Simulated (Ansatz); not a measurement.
`[CH]=C` radical. Total charge 0; spin multiplicity 2.

```xyz
5

C    -0.2497    0.7226   -0.3984
C     0.0002   -0.4710    0.0559
H     0.0228    1.7440   -0.1772
H     0.6648   -0.6338    0.9077
H    -0.4380   -1.3618   -0.3881
```

Give the diagnostics of a CCSD(T)/def2-TZVPP run (frozen core, Ansatz). (Best estimate.)

Ansatz gave: T1 = 0.0415, largest single amplitude 0.120, largest double 0.103, (T) share of the correlation energy 4.1 %, 12 CCSD cycles. ⟨S²⟩ of the UHF reference is 0.934 against 0.75 for a pure state. T1 lies under the customary mark of 0.045 for open shells.
